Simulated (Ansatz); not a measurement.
# C4H2: the cost of one run

Method: the levels named in each step, in Ansatz 0.2.0.

## Step 1: Starting point

Bond lengths: C1–C2 1.204 Å, C2–C3 1.360 Å, C3–C4 1.204 Å, C1–H5 1.048 Å, C4–H6 1.048 Å. Angles: C1–C2–C3 180.0°, C2–C1–H5 180.0°, C2–C3–C4 180.0°, C3–C4–H6 180.0°.

Coordinates:

```xyz
6

C     0.0000    0.0000   -1.8839
C     0.0000    0.0000   -0.6801
C     0.0000    0.0000    0.6801
C     0.0000    0.0000    1.8840
H     0.0000    0.0000   -2.9322
H     0.0000    0.0000    2.9322
```

## Step 2: A rough first relaxation, PBE-D4/def2-SVP

This run stands in another session on the same molecule. It ended at:

```xyz
6

C     0.0000    0.0000   -1.9145
C     0.0000    0.0000   -0.6846
C     0.0000    0.0000    0.6846
C     0.0000    0.0000    1.9145
H     0.0000    0.0000   -2.9954
H     0.0000    0.0000    2.9954
```

## Step 3: Relaxation, r2SCAN-D4/def2-TZVPP

input.yaml reads:

```yaml
crystal:
  periodic: [false, false, false]
  atoms:
    - { symbol: C, position_ang: [0.0, 0.0, -1.91454781] }
    - { symbol: C, position_ang: [0.0, 0.0, -0.6845588] }
    - { symbol: C, position_ang: [0.0, 0.0, 0.68455557] }
    - { symbol: C, position_ang: [0.0, 0.0, 1.91454485] }
    - { symbol: H, position_ang: [0.0, 0.0, -2.99539479] }
    - { symbol: H, position_ang: [0.0, 0.0, 2.99539097] }
basis:
  gaussian: { orbitals: def2-TZVPP }
hamiltonian:
  xc: r2scan
  dispersion: d4
relax:
  f_tol: 0.002
  max_steps: 150
```

Run with:

```console
ansatz run input.yaml --threads 4 --pin off --max-ram 10240MiB --backend cpu --events-out ev --progress --plain --runs-dir out
```

What time and memory should one allow on 4 threads of AMD EPYC 7R13 (Zen 3), shared host?

About 6.7 s, with a peak of 0.26 GiB.
